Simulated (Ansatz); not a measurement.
Geometry optimisation, RKS revPBE/6-31G (Ansatz).

Input:

```yaml
crystal:
  periodic: [false, false, false]
  atoms:
    - { symbol: B, position_ang: [-0.6075, 0.8375, -0.6881] }
    - { symbol: C, position_ang: [0.3049, 0.2412, 0.3557] }
    - { symbol: C, position_ang: [0.98876, 1.04362, 1.16092] }
    - { symbol: H, position_ang: [-1.2161, 0.2107, -1.431] }
    - { symbol: H, position_ang: [-0.7504, 2.0502, -0.7903] }
    - { symbol: H, position_ang: [0.37493, -0.85174, 0.43734] }
    - { symbol: H, position_ang: [0.92781, 2.08813, 1.14565] }
    - { symbol: H, position_ang: [1.60399, 0.5514, 1.97107] }
basis:
  gaussian: { orbitals: "6-31G" }
hamiltonian:
  xc: revpbe
relax:
  f_tol: 0.015
  max_steps: 40
```

Launched with:

```bash
$ ansatz run input.yaml --threads 1 --pin off --max-ram 2048MiB --backend cpu --events-out ev --progress --plain --runs-dir out
```

Q: Where does it end, and by what steps?

A: The forces met the threshold. Limits of this set-up: no polarisation functions. After 4 steps the energy has fallen by 0.245 eV; H4 moved furthest, 0.09 Å.

| step | energy less start (eV) | largest force component (eV/Å) | accepted |
| --- | --- | --- | --- |
| 0 | 0.0000 | 2.614 | yes |
| 1 | -0.1677 | 1.569 | yes |
| 2 | -0.2436 | 0.107 | yes |
| 3 | -0.2451 | 0.024 | yes |
| 4 | -0.2452 | 0.013 | yes |

```xyz
8
Properties=species:S:1:pos:R:3
B -0.640 0.859 -0.727
C 0.284 0.236 0.352
C 1.001 1.008 1.221
H -1.271 0.173 -1.494
H -0.736 2.062 -0.805
H 0.382 -0.857 0.442
H 0.943 2.103 1.183
H 1.663 0.588 1.990
```

Run time: 11 s on 1 thread of Arm Neoverse N1, on a shared host, peak memory 0.11 GiB.
